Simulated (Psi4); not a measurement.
**HOF (SMILES OF) at CCSD(T)/cc-pVTZ (sweep point 3)**

Aim: the energy change on altering one bond length of HOF at CCSD(T)/cc-pVTZ (sweep point 3), from 2 runs. 

The results are computed with Psi4 1.11.

## 1. The system as given

HOF has 3 atoms, charge 0, and is taken as a singlet. SMILES: `OF`. Geometry: relaxed at PBE0-D4/def2-TZVP.

Bond lengths: O1–F2 1.406 Å, O1–H3 0.969 Å. Angles: F2–O1–H3 99.1°.

## 2. A single-point energy at CCSD(T)/cc-pVTZ (sweep point 3)

Input file fho.dat:

```
memory 1.6 GB

molecule molecule1 {
  0 1
  O      0.430590    -0.210340     0.216330
  F     -0.221910     1.014620    -0.010980
  H     -0.208690    -0.804280    -0.205350
  symmetry c1
}

set globals {
  puream true
  scf_type pk
  num_frozen_docc 0
}

energy("ccsd(t)/cc-pVTZ")
```

Started as:

```console
$ psi4 -i fho.dat -o fho.out -n 1
```

fho.out:

```text
[...]
  Running in c1 symmetry.
[...]
  Nuclear repulsion =   34.062701107921029
[...]
  Multiplicity = 1
[...]
  Nalpha       = 9
  Nbeta        = 9
[...]
    Number of basis functions: 74
[...]
   @RHF iter   1:  -174.77787184488784   -6.89213e-01   3.71901e-03 DIIS/ADIIS
[...]
   @RHF iter  12:  -174.80619850682868   -1.22213e-12   4.85001e-09 DIIS
[...]
    Orbital Energies [Eh]
    ---------------------
    Doubly Occupied:
       1A    -26.343452     2A    -20.687446     3A     -1.654084
       4A     -1.309690     5A     -0.779392     6A     -0.725889
       7A     -0.690107     8A     -0.601451     9A     -0.537895
[...]
  @RHF Final Energy:  -174.80619850682868
   => Energetics <=
    Nuclear Repulsion Energy =             34.0627011079210291
    One-Electron Energy =                -311.0789866569463129
    Two-Electron Energy =                 102.2100870421966050
    Total Energy =                       -174.8061985068286504
[...]
 Multipole Moments:
 ------------------------------------------------------------------------------------
     Multipole            Electronic (a.u.)      Nuclear  (a.u.)        Total (a.u.)
 ------------------------------------------------------------------------------------
 L = 1.  Multiply by 2.5417464519 to convert [e a0] to [Debye]
 Dipole X            :         -0.3493759           -0.0741923           -0.4235681
 Dipole Y            :          0.9866417           -1.7197104           -0.7330686
 Dipole Z            :         -0.0000000            0.0000000           -0.0000000
 Magnitude           :                                                    0.8466402
[...]
      * MP2 total energy                      = -175.335853810653731
[...]
      * CCSD total energy                     = -175.341235572643626
[...]
      * CCSD(T) total energy                  = -175.358957955119621
[...]
```

Run time: 20 s. Hardware: 1 thread of Intel Xeon at 2.70GHz, shared host; peak memory 0.51 GiB.

## 3. The distorted shape at the same level

Input file calc.in:

```
memory 1600 mb

molecule system {
  0 1
  O      0.942030     0.264827     0.553685
  F      0.289530     1.489787     0.326375
  H     -0.208690    -0.804280    -0.205350
  units angstrom
  symmetry c1
}

set reference rhf
set puream true
set scf_type pk
set num_frozen_docc 0

energy_value = energy('ccsd(t)/cc-pVTZ')
print_variables()
```

Started as:

```console
$ psi4 -n 1 calc.in calc.out
```

calc.out:

```text
[...]
  Running in c1 symmetry.
[...]
  Nuclear repulsion =   31.496395106691306
[...]
  Multiplicity = 1
[...]
  Nalpha       = 9
  Nbeta        = 9
[...]
    Number of basis functions: 74
[...]
   @RHF iter   1:  -174.56974199794118   -8.51890e-01   4.03435e-03 ADIIS/DIIS
[...]
   @RHF iter  13:  -174.63120465040427   -4.66116e-12   4.59325e-09 DIIS
[...]
    Orbital Energies [Eh]
    ---------------------
    Doubly Occupied:
       1A    -26.328573     2A    -20.710256     3A     -1.629957
       4A     -1.227225     5A     -0.710107     6A     -0.698320
       7A     -0.662586     8A     -0.521186     9A     -0.482605
[...]
  @RHF Final Energy:  -174.63120465040427
   => Energetics <=
    Nuclear Repulsion Energy =             31.4963951066913062
    One-Electron Energy =                -306.3135683787940025
    Two-Electron Energy =                 100.1859686216984358
    Total Energy =                       -174.6312046504042712
[...]
 Multipole Moments:
 ------------------------------------------------------------------------------------
     Multipole            Electronic (a.u.)      Nuclear  (a.u.)        Total (a.u.)
 ------------------------------------------------------------------------------------
 L = 1.  Multiply by 2.5417464519 to convert [e a0] to [Debye]
 Dipole X            :         -0.0374053           -0.6469570           -0.6843623
 Dipole Y            :          1.2208187           -2.1672661           -0.9464475
 Dipole Z            :         -0.0000000           -0.0000000           -0.0000000
 Magnitude           :                                                    1.1679531
[...]
      * MP2 total energy                      = -175.198797485901622
[...]
      * CCSD total energy                     = -175.206644962500718
[...]
      * CCSD(T) total energy                  = -175.233272839683053
[...]
```

Run time: 21 s. Hardware: 1 thread of Intel Xeon at 2.70GHz, shared host; peak memory 0.51 GiB.

## 4. Results

Level: CCSD(T)/cc-pVTZ (sweep point 3).

```
                                                         quantity          value
                                        first shape: total energy  -175.35896 Eh
                 first shape: HOMO energy (Hartree–Fock orbitals)      -14.64 eV
                 first shape: LUMO energy (Hartree–Fock orbitals)        3.58 eV
               first shape: HOMO–LUMO gap (Hartree–Fock orbitals)       18.22 eV
                                  first shape: correlation energy     -552.8 mEh
                                      first shape: (T) correction     -17.72 mEh
                                       first shape: T1 diagnostic          0.010
                                    distorted shape: total energy  -175.23327 Eh
             distorted shape: HOMO energy (Hartree–Fock orbitals)      -13.13 eV
             distorted shape: LUMO energy (Hartree–Fock orbitals)       -0.92 eV
           distorted shape: HOMO–LUMO gap (Hartree–Fock orbitals)       12.21 eV
                              distorted shape: correlation energy     -602.1 mEh
                                  distorted shape: (T) correction     -26.63 mEh
                                   distorted shape: T1 diagnostic          0.023
energy change with the O1–H3 bond stretched from 0.969 to 1.745 Å       3.420 eV
```

In words: With the O1–H3 bond stretched from 0.969 to 1.745 Å the energy rises by 3.42 eV (330 kJ/mol). The first shape isn't relaxed at this level, so the change isn't measured from a minimum. A restricted reference can't describe the breaking bond well at this length. The triples (first shape) make up 3.2 % of the correlation energy. The T1 diagnostic (distorted shape) of 0.023 is above the customary mark for such species, so a single reference may not serve. The triples (distorted shape) make up 4.4 % of the correlation energy.
